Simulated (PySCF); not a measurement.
Species: CH₂Cl₂.
InChI=1S/CH2Cl2/c2-1-3/h1H2

Method used: PySCF 2.14.0, PBE0-D3(BJ)/def2-TZVP geometry optimisation, gas phase.

Take the most abundant isotopes and a rigid rotor. 

**Question.** What are A, B and C (GHz)?

**Answer.** Ia = 15.42, Ib = 152.46, Ic = 164.64 u·Å²; 505379 MHz·u·Å²/I gives 32775, 3315 and 3070 MHz, that is A = 32.775, B = 3.3147, C = 3.0696 GHz.

**Question.** What kind of rotor is it?

**Answer.** A near-prolate asymmetric top; Ray's κ = -0.983.

**Question.** Is it planar, by Δ = Ic − Ia − Ib?

**Answer.** Not planar: Δ = Ic − Ia − Ib = -3.24 u·Å². For a rigid frame Δ = −2 Σ m c², so Σ m c² = 1.62 u·Å² lies off the ab plane, practically all of it from hydrogen. The atom farthest from that plane is 0.90 Å away.

**Question.** Give the other two planar moments, Paa and Pbb, and the rms extents of the mass along the axes.

**Answer.** Paa = Σ m a² = (Ib + Ic − Ia)/2 = 150.84 and Pbb = Σ m b² = (Ia + Ic − Ib)/2 = 13.80 u·Å². With the mass M = 83.95 u, the rms extents √(P/M) along a, b and c are 1.34, 0.41, 0.14 Å.

**Question.** Where do the levels up to J = 3 lie, in cm⁻¹?

**Answer.** Above 0(0,0):
J = 1: 1(0,1) 0.2130, 1(1,1) 1.1956, 1(1,0) 1.2038
J = 2: 2(0,2) 0.6388, 2(1,2) 1.6134, 2(1,1) 1.6379, 2(2,1) 4.5859, 2(2,0) 4.5860
J = 3: 3(0,3) 1.2775, 3(1,3) 2.2399, 3(1,2) 2.2890, 3(2,2) 5.2248, 3(2,1) 5.2250, 3(3,1) 10.1586, 3(3,0) 10.1586
Those of J = 1 are B + C, A + C and A + B.

**Question.** Which types of transition are allowed, and where do some lines up to J = 2 fall?

**Answer.** The dipole components are |μa| = 0.00 D, |μb| = 1.66 D, |μc| = 0.00 D; the symmetry axis of this C2v structure is b, so μa and μc vanish by symmetry and there are no a-type or c-type lines. Some lines, for components of 0.1 D or more:

```json
{"type": "b", "branch": "Q", "J(Ka,Kc)": "1(1,0) ← 1(0,1)", "MHz": "29705", "lower level (cm⁻¹)": "0.213"}
{"type": "b", "branch": "Q", "J(Ka,Kc)": "2(1,1) ← 2(0,2)", "MHz": "29952", "lower level (cm⁻¹)": "0.639"}
{"type": "b", "branch": "R", "J(Ka,Kc)": "1(1,1) ← 0(0,0)", "MHz": "35844", "lower level (cm⁻¹)": "0.000"}
{"type": "b", "branch": "R", "J(Ka,Kc)": "2(1,2) ← 1(0,1)", "MHz": "41983", "lower level (cm⁻¹)": "0.213"}
{"type": "b", "branch": "Q", "J(Ka,Kc)": "2(2,0) ← 2(1,1)", "MHz": "88381", "lower level (cm⁻¹)": "1.638"}
{"type": "b", "branch": "Q", "J(Ka,Kc)": "2(2,1) ← 2(1,2)", "MHz": "89115", "lower level (cm⁻¹)": "1.613"}
{"type": "b", "branch": "R", "J(Ka,Kc)": "2(2,1) ← 1(1,0)", "MHz": "101393", "lower level (cm⁻¹)": "1.204"}
{"type": "b", "branch": "R", "J(Ka,Kc)": "2(2,0) ← 1(1,1)", "MHz": "101640", "lower level (cm⁻¹)": "1.196"}
```

No PBE0-D3(BJ)/def2-TZVP frequencies stand behind this structure, so it isn't proved a minimum. Constants of a rigid frame at the computed geometry: no zero-point averaging, no centrifugal distortion. Quadrupole hyperfine structure (35Cl) is left out.
